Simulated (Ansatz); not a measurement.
# CH4: the cost of one run

Computed with Ansatz 0.2.0 (the levels named in each step, unless a step's input says otherwise).

### 1 Starting point

Bond lengths: C1–H2 1.082 Å, C1–H3 1.082 Å, C1–H4 1.082 Å, C1–H5 1.082 Å. Angles: H2–C1–H3 109.5°, H2–C1–H4 109.5°, H2–C1–H5 109.5°, H3–C1–H4 109.5°, H3–C1–H5 109.5°, H4–C1–H5 109.5°.

As a file:

```xyz
5

C     0.0000    0.0000    0.0000
H    -0.7064   -0.2815   -0.7699
H     0.1124    1.0762    0.0111
H    -0.3635   -0.3345    0.9628
H     0.9578   -0.4606   -0.2037
```

### 2 A rough first relaxation, PBE-D4/def2-SVP

input.yaml reads:

```yaml
crystal:
  periodic: [false, false, false]
  atoms:
    - { symbol: C, position_ang: [-2.0e-05, 3.0e-05, 2.0e-05] }
    - { symbol: H, position_ang: [-0.70643, -0.28146, -0.7699] }
    - { symbol: H, position_ang: [0.11237, 1.07622, 0.01109] }
    - { symbol: H, position_ang: [-0.36353, -0.33446, 0.9628] }
    - { symbol: H, position_ang: [0.9578, -0.46057, -0.20374] }
magnetization:
  spin_polarized: true
  initial_magnetization: 1
total_charge: 1
basis:
  gaussian: { orbitals: def2-SVP }
hamiltonian:
  xc: pbe
  dispersion: d4
relax:
  f_tol: 0.03
  max_steps: 200
```

Run with:

```
$ ansatz run input.yaml --threads 2 --pin off --max-ram 5120MiB --backend cpu --events-out ev --progress --plain --runs-dir out
```

**Question.** How long does this run take on 2 threads of Intel Xeon Platinum 8259CL at 2.50GHz (Skylake/Cascade Lake), shared host, and how much memory does it need?

About 3.5 s, with a peak of 0.11 GiB.
